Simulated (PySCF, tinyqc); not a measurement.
Worked calculation: FCI on RHF in the sto-3g basis, frozen core, for HF, spin multiplicity 1. The lowest restricted solution is unstable here: a spin-polarised one lies 0.1471 hartree lower (PySCF). Computed by tinyqc, a small Python program that keeps every step (integrals from PySCF). Settings: charge = 0, multiplicity = 1, basis = sto-3g, method = RHF, frozen orbitals = 1, energy threshold = 1e-10, iteration cap = 70, orthogonalisation = canonical, start = atomic densities, DIIS depth = 6, ci = FCI, davidson = 1. Command: `OMP_NUM_THREADS=1 python tinyqc.py 27679 27680 out.jsonl` (the two numbers bound the seeds that draw the settings). One thread of a shared host (Intel(R) Xeon(R) Processor @ 2.60GHz), about 0.1 s of CPU time with the checks. The early iterations of the SCF are left out here.

## One-electron integrals

Geometry (angstrom):
```
atom         x         y         z
F     0.000000  0.000000  0.000000
H     0.000000  0.000000  1.798000
```

Basis sto-3g: exponents (1/bohr^2) and contraction coefficients of normalised primitives:
```
element  l (shell)    exponent  coefficient
F            s (1)  166.679130     0.154329
F            s (1)   30.360812     0.535328
F            s (1)    8.216821     0.444635
F            s (2)    6.464803    -0.099967
F            s (2)    1.502281     0.399513
F            s (2)    0.488588     0.700115
F            p (3)    6.464803     0.155916
F            p (3)    1.502281     0.607684
F            p (3)    0.488588     0.391957
H            s (1)    3.425251     0.154329
H            s (1)    0.623914     0.535328
H            s (1)    0.168855     0.444635
```

Overlap, kinetic and nuclear-attraction integrals over the contracted functions; the nuclear repulsion is the sum of Za Zb / Rab.

nuclear repulsion = 2.64882920 hartree

overlap S, order 1F 1s, 1F 2s, 1F 2px, 1F 2py, 1F 2pz, 2H 1s:
$$\begin{pmatrix}
1.000000 & 0.237990 & 0.000000 & 0.000000 & 0.000000 & 0.006620 \\
0.237990 & 1.000000 & 0.000000 & 0.000000 & 0.000000 & 0.090157 \\
0.000000 & 0.000000 & 1.000000 & 0.000000 & 0.000000 & 0.000000 \\
0.000000 & 0.000000 & 0.000000 & 1.000000 & 0.000000 & 0.000000 \\
0.000000 & 0.000000 & 0.000000 & 0.000000 & 1.000000 & 0.088722 \\
0.006620 & 0.090157 & 0.000000 & 0.000000 & 0.088722 & 1.000000
\end{pmatrix}$$

kinetic energy T (hartree), order 1F 1s, 1F 2s, 1F 2px, 1F 2py, 1F 2pz, 2H 1s:
$$\begin{pmatrix}
36.984577 & -0.212858 & 0.000000 & 0.000000 & 0.000000 & -0.001823 \\
-0.212858 & 1.037995 & 0.000000 & 0.000000 & 0.000000 & -0.019139 \\
0.000000 & 0.000000 & 3.248015 & 0.000000 & 0.000000 & 0.000000 \\
0.000000 & 0.000000 & 0.000000 & 3.248015 & 0.000000 & 0.000000 \\
0.000000 & 0.000000 & 0.000000 & 0.000000 & 3.248015 & -0.005539 \\
-0.001823 & -0.019139 & 0.000000 & 0.000000 & -0.005539 & 0.760032
\end{pmatrix}$$

nuclear attraction V (hartree), order 1F 1s, 1F 2s, 1F 2px, 1F 2py, 1F 2pz, 2H 1s:
$$\begin{pmatrix}
-77.303894 & -9.246853 & 0.000000 & 0.000000 & -0.003917 & -0.263602 \\
-9.246853 & -11.835510 & 0.000000 & 0.000000 & -0.049004 & -0.691432 \\
0.000000 & 0.000000 & -11.737222 & 0.000000 & 0.000000 & 0.000000 \\
0.000000 & 0.000000 & 0.000000 & -11.737222 & 0.000000 & 0.000000 \\
-0.003917 & -0.049004 & 0.000000 & 0.000000 & -11.754910 & -0.554523 \\
-0.263602 & -0.691432 & 0.000000 & 0.000000 & -0.554523 & -3.872685
\end{pmatrix}$$

core Hamiltonian H = T + V (hartree), order 1F 1s, 1F 2s, 1F 2px, 1F 2py, 1F 2pz, 2H 1s:
$$\begin{pmatrix}
-40.319317 & -9.459710 & 0.000000 & 0.000000 & -0.003917 & -0.265425 \\
-9.459710 & -10.797515 & 0.000000 & 0.000000 & -0.049004 & -0.710570 \\
0.000000 & 0.000000 & -8.489208 & 0.000000 & 0.000000 & 0.000000 \\
0.000000 & 0.000000 & 0.000000 & -8.489208 & 0.000000 & 0.000000 \\
-0.003917 & -0.049004 & 0.000000 & 0.000000 & -8.506895 & -0.560062 \\
-0.265425 & -0.710570 & 0.000000 & 0.000000 & -0.560062 & -3.112654
\end{pmatrix}$$

## Two-electron integrals

Functions are numbered as in S; the eight-fold symmetry (ij|kl) = (ji|kl) = (kl|ij) leaves the list below.

Two-electron integrals (ij|kl) in chemists' order, unique and non-zero (hartree):
```
(11|11) 5.403501   (21|11) 0.841920   (21|21) 0.156299   (22|11) 1.268028
(22|21) 0.292344   (22|22) 0.926167   (31|31) 0.027998   (32|31) 0.043169
(32|32) 0.204588   (33|11) 1.264502   (33|21) 0.292403   (33|22) 0.925959
(33|33) 0.997514   (41|41) 0.027998   (42|41) 0.043169   (42|42) 0.204588
(43|43) 0.053770   (44|11) 1.264502   (44|21) 0.292403   (44|22) 0.925959
(44|33) 0.889973   (44|44) 0.997514   (51|51) 0.027998   (52|51) 0.043169
(52|52) 0.204588   (53|53) 0.053770   (54|54) 0.053770   (55|11) 1.264502
(55|21) 0.292403   (55|22) 0.925959   (55|33) 0.889973   (55|44) 0.889973
(55|55) 0.997514   (61|11) 0.023711   (61|21) 0.004367   (61|22) 0.008126
(61|33) 0.008117   (61|44) 0.008117   (61|51) 0.000167   (61|52) 0.000317
(61|55) 0.008145   (61|61) 0.000123   (62|11) 0.072032   (62|21) 0.016882
(62|22) 0.061350   (62|33) 0.060512   (62|44) 0.060512   (62|51) 0.001122
(62|52) 0.009553   (62|55) 0.062965   (62|61) 0.000478   (62|62) 0.005489
(63|31) 0.001620   (63|32) 0.010228   (63|53) 0.001963   (63|63) 0.000771
(64|41) 0.001620   (64|42) 0.010228   (64|54) 0.001963   (64|64) 0.000771
(65|11) 0.055954   (65|21) 0.013265   (65|22) 0.051713   (65|33) 0.049803
(65|44) 0.049803   (65|51) 0.002284   (65|52) 0.016926   (65|55) 0.055476
(65|61) 0.000387   (65|62) 0.005687   (65|65) 0.006590   (66|11) 0.293995
(66|21) 0.069960   (66|22) 0.293453   (66|33) 0.287941   (66|44) 0.287941
(66|51) 0.003873   (66|52) 0.047915   (66|55) 0.304425   (66|61) 0.001978
(66|62) 0.036952   (66|65) 0.045386   (66|66) 0.774606
```

## Orthogonalisation

S = U s U^T; canonical form X = U s^(-1/2), so that X^T S X = 1. Each column of U has its largest component positive (the first on a tie).

eigenvalues of S: [0.745693, 0.915307, 1.000000, 1.000000, 1.079889, 1.259111]

X, order 1F 1s, 1F 2s, 1F 2px, 1F 2py, 1F 2pz, 2H 1s:
$$\begin{pmatrix}
-0.755218 & 0.291723 & 0.000000 & 0.000000 & -0.268659 & 0.576764 \\
0.815531 & -0.084606 & 0.000000 & 0.000000 & -0.107267 & 0.620682 \\
0.000000 & 0.000000 & 0.998686 & 0.051237 & 0.000000 & 0.000000 \\
0.000000 & 0.000000 & -0.051237 & 0.998686 & 0.000000 & 0.000000 \\
0.107039 & 0.723436 & 0.000000 & 0.000000 & 0.682038 & 0.089486 \\
-0.306808 & -0.690586 & 0.000000 & 0.000000 & 0.614134 & 0.261342
\end{pmatrix}$$

Within a degenerate level the vectors are fixed only up to a rotation; this is one choice.

## Iteration 9 (converged): orbitals

converged F (hartree), order 1F 1s, 1F 2s, 1F 2px, 1F 2py, 1F 2pz, 2H 1s:
$$\begin{pmatrix}
-25.921129 & -6.625638 & 0.000000 & 0.000000 & -0.006547 & -0.189202 \\
-6.625638 & -3.006513 & 0.000000 & 0.000000 & 0.003239 & -0.225453 \\
0.000000 & 0.000000 & -0.465305 & 0.000000 & 0.000000 & 0.000000 \\
0.000000 & 0.000000 & 0.000000 & -0.465305 & 0.000000 & 0.000000 \\
-0.006547 & 0.003239 & 0.000000 & 0.000000 & -0.136781 & -0.242714 \\
-0.189202 & -0.225453 & 0.000000 & 0.000000 & -0.242714 & -0.134449
\end{pmatrix}$$

Diagonalise F' = X^T F X, C = X C', fill 5 alpha and 5 beta electrons from the bottom; D = 2 C_occ C_occ^T. Each column has its largest component positive (the first on a tie).

F' = X^T F X (hartree):
$$\begin{pmatrix}
-8.593832 & 3.995960 & 0.000000 & 0.000000 & -4.074032 & 9.833753 \\
3.995960 & -1.746866 & 0.000000 & 0.000000 & 1.982551 & -4.934249 \\
0.000000 & 0.000000 & -0.465305 & 0.000000 & 0.000000 & 0.000000 \\
0.000000 & 0.000000 & 0.000000 & -0.465305 & 0.000000 & 0.000000 \\
-4.074032 & 1.982551 & 0.000000 & 0.000000 & -2.511004 & 5.510524 \\
9.833753 & -4.934249 & 0.000000 & 0.000000 & 5.510524 & -14.677006
\end{pmatrix}$$

orbital energies (hartree): MO1 -25.930167, MO2 -1.393712, MO3 -0.465305, MO4 -0.465305, MO5 -0.337826, MO6 0.132996

coefficients C, order 1F 1s, 1F 2s, 1F 2px, 1F 2py, 1F 2pz, 2H 1s:
$$\begin{pmatrix}
0.995105 & -0.263172 & 0.000000 & 0.000000 & 0.019052 & 0.020831 \\
0.019820 & 1.024332 & 0.000000 & 0.000000 & -0.093967 & -0.102588 \\
0.000000 & 0.000000 & 0.814391 & 0.580317 & 0.000000 & 0.000000 \\
0.000000 & 0.000000 & -0.580317 & 0.814391 & 0.000000 & 0.000000 \\
0.000328 & 0.000117 & 0.000000 & 0.000000 & 0.698536 & -0.721145 \\
-0.000972 & 0.043579 & 0.000000 & 0.000000 & 0.658117 & 0.762551
\end{pmatrix}$$

D after iteration 9, order 1F 1s, 1F 2s, 1F 2px, 1F 2py, 1F 2pz, 2H 1s:
$$\begin{pmatrix}
2.119715 & -0.503286 & 0.000000 & 0.000000 & 0.027207 & 0.000205 \\
-0.503286 & 2.116957 & 0.000000 & 0.000000 & -0.131025 & -0.034443 \\
0.000000 & 0.000000 & 2.000000 & 0.000000 & 0.000000 & 0.000000 \\
0.000000 & 0.000000 & 0.000000 & 2.000000 & 0.000000 & 0.000000 \\
0.027207 & -0.131025 & 0.000000 & 0.000000 & 0.975904 & 0.919446 \\
0.000205 & -0.034443 & 0.000000 & 0.000000 & 0.919446 & 0.870036
\end{pmatrix}$$

Within a degenerate level the vectors are fixed only up to a rotation; this is one choice.

## Convergence

Stop when the energy changes by less than 1e-10 hartree and every element of the error matrix X^T (F D S - S D F) X is below 3e-06.

Course of the cycle:
```
iteration   E (hartree)     change  largest element of the error matrix
1          -98.93192400          -                             2.18e-01
2          -98.12062053   8.11e-01                             3.46e-01
3          -98.28078998  -1.60e-01                             1.86e-01
4          -98.30991350  -2.91e-02                             4.89e-02
5          -98.31144674  -1.53e-03                             2.26e-02
6          -98.31184986  -4.03e-04                             2.20e-04
7          -98.31184990  -3.82e-08                             2.85e-05
8          -98.31184990  -6.53e-10                             4.86e-07
9          -98.31184990  -2.13e-13                             2.86e-08
```

PySCF RHF in the same basis = -98.31184990 hartree

Converged in 9 iterations.

## Integrals over molecular orbitals

(pq|rs) = sum C_ip C_jq C_kr C_ls (ij|kl), one index at a time.

one-electron integrals over orbitals h = C^T H C (hartree):
$$\begin{pmatrix}
-40.302442 & 0.735286 & 0.000000 & 0.000000 & -0.049574 & -0.056942 \\
0.735286 & -9.084918 & 0.000000 & 0.000000 & 0.251148 & 0.349901 \\
0.000000 & 0.000000 & -8.489208 & 0.000000 & 0.000000 & 0.000000 \\
0.000000 & 0.000000 & 0.000000 & -8.489208 & 0.000000 & 0.000000 \\
-0.049574 & 0.251148 & 0.000000 & 0.000000 & -6.002590 & 2.699206 \\
-0.056942 & 0.349901 & 0.000000 & 0.000000 & 2.699206 & -5.613088
\end{pmatrix}$$

Two-electron integrals over orbitals (pq|rs), unique and non-zero (hartree); the lowest 1 orbital is frozen and left out:
```
(22|22) 0.893228    (32|32) 0.194207    (33|22) 0.907261    (33|33) 0.997514
(42|42) 0.194207    (43|43) 0.053770    (44|22) 0.907261    (44|33) 0.889973
(44|44) 0.997514    (52|22) -0.031004   (52|33) -0.033532   (52|44) -0.033532
(52|52) 0.108911    (53|32) -0.011262   (53|53) 0.028814    (54|42) -0.011262
(54|54) 0.028814    (55|22) 0.618144    (55|33) 0.605074    (55|44) 0.605074
(55|52) 0.000306    (55|55) 0.594941    (62|22) -0.035573   (62|33) -0.036796
(62|44) -0.036796   (62|52) -0.094052   (62|55) -0.014660   (62|62) 0.092133
(63|32) -0.011987   (63|53) -0.026149   (63|63) 0.026685    (64|42) -0.011987
(64|54) -0.026149   (64|64) 0.026685    (65|22) -0.306069   (65|33) -0.300833
(65|44) -0.300833   (65|52) 0.042375    (65|55) -0.075972   (65|62) 0.012374
(65|65) 0.291355    (66|22) 0.586705    (66|33) 0.575324    (66|44) 0.575324
(66|52) 0.021888    (66|55) 0.593595    (66|62) -0.030050   (66|65) -0.035529
(66|66) 0.605720
```

## FCI: determinants and Hamiltonian

one-electron integrals dressed by the frozen orbital, h + 2 (pq|11) - (p1|1q) (hartree), order 2, 3, 4, 5, 6:
$$\begin{pmatrix}
-6.654947 & 0.000000 & 0.000000 & 0.142302 & 0.230478 \\
0.000000 & -5.990643 & 0.000000 & 0.000000 & 0.000000 \\
0.000000 & 0.000000 & -5.990643 & 0.000000 & 0.000000 \\
0.142302 & 0.000000 & 0.000000 & -4.422813 & 1.745092 \\
0.230478 & 0.000000 & 0.000000 & 1.745092 & -4.092041
\end{pmatrix}$$

energy of the frozen orbital, 2 h_11 + (11|11) = -75.23948704 hartree

Hartree-Fock energy = -98.31184990 hartree

Slater-Condon rules over spin orbitals, with the nuclear repulsion and the energy of the frozen orbital added and E(HF) subtracted on the diagonal. Only determinants linked to the reference directly or through others are kept (one block of an abelian symmetry group), so some states are absent.

Occupation strings over the orbitals (2 doubly, a alpha, b beta, 0 empty; spin orbitals ordered 1a 1b 2a 2b ...): 222220 2222ab 2a222b 2222ba 2b222a 222202 2a22b2 222022 220222 2b22a2 202222

H - E(HF) between determinants (hartree):
```
           222220     2222ab     2a222b     2222ba     2b222a     222202     2a22b2     222022
222220   0.000000   0.000000   0.000000   0.000000   0.000000   0.291355  -0.012374   0.026685
2222ab   0.000000   0.168582  -0.009513  -0.291355  -0.012374   0.040444   0.042375   0.026149
2a222b   0.000000  -0.009513   1.032136  -0.012374  -0.092133  -0.042375  -0.270541   0.011987
2222ba   0.000000  -0.291355  -0.012374   0.168582  -0.009513  -0.040444  -0.015389  -0.026149
2b222a   0.000000  -0.012374  -0.092133  -0.009513   1.032136   0.042375   0.094052  -0.011987
222202   0.291355   0.040444  -0.042375  -0.040444   0.042375   0.350636   0.031096   0.028814
2a22b2  -0.012374   0.042375  -0.270541  -0.015389   0.094052   0.031096   1.244282   0.011262
222022   0.026685   0.026149   0.011987  -0.026149  -0.011987   0.028814   0.011262   0.551910
220222   0.026685   0.026149   0.011987  -0.026149  -0.011987   0.028814   0.011262   0.053770
2b22a2   0.012374  -0.015389   0.094052   0.042375  -0.270541  -0.031096  -0.108911  -0.011262
202222   0.092133   0.094052   0.005524  -0.094052  -0.005524   0.108911   0.062405   0.194207

           220222     2b22a2     202222
222220   0.026685   0.012374   0.092133
2222ab   0.026149  -0.015389   0.094052
2a222b   0.011987   0.094052   0.005524
2222ba  -0.026149   0.042375  -0.094052
2b222a  -0.011987  -0.270541  -0.005524
222202   0.028814  -0.031096   0.108911
2a22b2   0.011262  -0.108911   0.062405
222022   0.053770  -0.011262   0.194207
220222   0.551910  -0.011262   0.194207
2b22a2  -0.011262   1.244282  -0.062405
202222   0.194207  -0.062405   2.389809
```

## FCI: roots

Diagonalise (each vector has its largest component positive (the first on a tie)); all determinants have Ms = 0, so triplets appear too. The lowest singlet root is the correlation energy.

lowest roots of this matrix, relative to E(HF) (hartree): [-0.167770, -0.123666, 0.425384, 0.493193, 0.498139, 0.591146, 0.835996, 0.860390]

lowest vectors, order 222220, 2222ab, 2a222b, 2222ba, 2b222a, 222202, 2a22b2, 222022, 220222, 2b22a2, 202222:
$$\begin{pmatrix}
0.868134 & 0.000000 & -0.252829 & 0.362472 \\
0.033229 & 0.706872 & 0.629214 & 0.234319 \\
-0.012151 & 0.012318 & -0.046201 & 0.059169 \\
-0.033229 & 0.706872 & -0.629214 & -0.234319 \\
0.012151 & 0.012318 & 0.046201 & -0.059169 \\
-0.493047 & 0.000000 & -0.357586 & 0.683666 \\
0.013609 & -0.013424 & -0.046332 & -0.000048 \\
-0.010918 & 0.000000 & -0.061868 & -0.377089 \\
-0.010918 & 0.000000 & -0.061868 & -0.377089 \\
-0.013609 & -0.013424 & 0.046332 & 0.000048 \\
-0.011675 & 0.000000 & -0.013131 & -0.003222
\end{pmatrix}$$

<S^2> of these roots: [0.000000, 2.000000, 0.000000, 0.000000, 0.000000, 0.000000, 2.000000, 0.000000]

weight of the ground state by excitation level 0, 1, 2, ...: [0.753656, 0.002504, 0.243840]

The reference has a weight of only 0.75: one determinant is a poor start here. A root of higher spin lies below E(HF).

## The lowest root by the Davidson method

Start from the reference; add the residual divided by (theta - H_ii), orthogonalised, at each step.

Davidson iterations:
```
iteration  subspace  lowest Ritz value (hartree)  residual norm
1                 1                            0       3.08e-01
2                 2                  -0.16451855       6.66e-02
3                 3                  -0.16765178       1.15e-02
4                 4                  -0.16776701       1.90e-03
5                 5                  -0.16776977       4.13e-04
6                 6                  -0.16776990       7.90e-06
7                 7                  -0.16776990       3.91e-16
```
